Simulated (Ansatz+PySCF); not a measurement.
The numbers below are computed, except where a source is named.
Input for Ansatz (development build ahead of 0.2.0):

```yaml
crystal:
  periodic: [false, false, false]
  atoms:
    - { symbol: C, position_ang: [0.0, 0.0, -0.10592] }
    - { symbol: H, position_ang: [0.0, 1.00396, 0.31776] }
    - { symbol: H, position_ang: [0.0, -1.00396, 0.31776] }
    - { symbol: C, position_ang: [30.01638, -0.00268, -0.10461] }
    - { symbol: H, position_ang: [29.29196, 0.75558, 0.19154] }
    - { symbol: H, position_ang: [30.60976, -0.73953, 0.43613] }
basis:
  gaussian: { orbitals: cc-pVDZ }
magnetization:
  spin_polarized: true
hamiltonian:
  xc: { name: wB97X }
scf:
  omitted_lower_state_checks: [stability, starts, atomic_configurations, cluster_reference, orbital_swaps, given_window_search, neighbouring_geometries, increment]
```

The input is written out in the form of the current development build from the run's settings.

Output:

| Property | Result |
| --- | --- |
| Converged | yes |
| Total energy | -78.19482 hartree |
| Spin squared of the determinant | 0.000 |

This is not the lowest solution: another run reaches a determinant 2.14 eV lower.
